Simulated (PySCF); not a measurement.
One molecule, many functionals

Compound: CH₆OSi.
SMILES: `CO[SiH3]`

Linear-response calculations in the def2-SVPD basis (PySCF; singlets by full response, triplets Tamm–Dancoff, core orbitals frozen in the response; HF means time-dependent Hartree–Fock). 'Strongest' is the level of largest summed f among the singlets computed (10 roots, of which the last may lack a degenerate partner); it can jump between rows when another state enters that window. S1 is the lowest singlet of each run and needn't be the same state throughout; f(S1) is that of one state. Geometry: PBE0-D3(BJ)/def2-SVP; no solvent, vibrations or thermal averaging.

```tsv
functional	kind	S1 (eV)	f(S1)	strongest (eV)	T1 (eV)	HOMO (eV)	gap (eV)	ionisation energy, ΔSCF (eV)
LDA	LDA	5.94	0.000	7.69	5.72	-6.72	5.84	10.16
PBE	GGA	6.09	0.000	7.77	5.84	-6.65	6.01	10.07
B3LYP	global hybrid, 20% exact exchange	6.74	0.001	8.62	6.46	-7.94	7.91	10.42
PBE0	global hybrid, 25% exact exchange	6.87	0.001	8.79	6.54	-8.17	8.37	10.39
BHandHLYP	global hybrid, 50% exact exchange	7.56	0.001	9.53	7.18	-9.64	10.57	10.54
wB97X-D	range-separated hybrid	7.17	0.001	9.23	6.91	-10.08	12.02	10.54
LC-wPBE	range-separated hybrid	7.49	0.001	9.64	7.04	-10.92	13.11	10.77
HF	Hartree–Fock	8.69	0.004	10.88	7.99	-11.97	14.43	not settled
```

Question: What does CAM-B3LYP (range-separated hybrid) give?

Answer: S1 (eV) 7.10, f(S1) 0.001, strongest (eV) 9.11, T1 (eV) 6.76, HOMO (eV) -9.60, gap (eV) 10.66, ionisation energy, ΔSCF (eV) 10.59. S1 runs from 5.94 eV (LDA) to 8.69 eV (HF), a spread of 2.75 eV, while the orbital gap spreads over 8.6 eV. Along PBE (0%), B3LYP (20%), PBE0 (25%), BHandHLYP (50%), HF (100%) S1 rises with the share of exact exchange. −ε(HOMO) comes closest to its own ΔSCF ionisation energy with LC-wPBE (+0.15 eV) and misses most with LDA (-3.43 eV). 'Not settled' means that the ion's SCF failed to converge or may have ended in another state than the lowest.
